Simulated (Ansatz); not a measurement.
Geometry optimisation, UKS PBE-D4/def2-SVP (Ansatz 0.2.0).

input.yaml

```yaml
crystal:
  periodic: [false, false, false]
  atoms:
    - { symbol: C, position_ang: [-0.32337, 0.01782, -1.1865] }
    - { symbol: B, position_ang: [-0.02512, -0.15443, 0.12161] }
    - { symbol: O, position_ang: [0.26963, -0.30515, 1.39834] }
    - { symbol: H, position_ang: [-0.6008, 0.02534, -2.20403] }
    - { symbol: H, position_ang: [0.67967, 0.41642, 1.87059] }
magnetization:
  spin_polarized: true
  initial_magnetization: 1
basis:
  gaussian: { orbitals: def2-SVP }
hamiltonian:
  xc: pbe
  dispersion: d4
relax:
  f_tol: 0.02
  max_steps: 40
```

Run as:

```bash
$ ansatz run input.yaml --threads 1 --pin off --max-ram 2048MiB --backend cpu --events-out ev --progress --plain --runs-dir out
```

Where does it end, and by what steps?

The forces met the threshold. After 6 steps the energy has fallen by 0.056 eV; H4 moved furthest, 0.06 Å.

```csv
step,energy less start (eV),largest force component (eV/Å),accepted
0,0.0000,1.226,yes
1,-0.0439,0.451,yes
2,-0.0503,0.157,yes
3,-0.0517,0.541,yes
4,-0.0494,0.822,no
5,-0.0555,0.033,yes
6,-0.0563,0.014,yes
```

```xyz
5
Properties=species:S:1:pos:R:3
C -0.342 -0.034 -1.186
B -0.023 -0.161 0.141
O 0.270 -0.329 1.433
H -0.592 0.075 -2.238
H 0.687 0.449 1.850
```

Whether the end is a true minimum wasn't checked by a vibrational analysis.

Time of the run: 14 s on 1 thread of Arm Neoverse V1, on a shared host, peak memory 0.13 GiB.
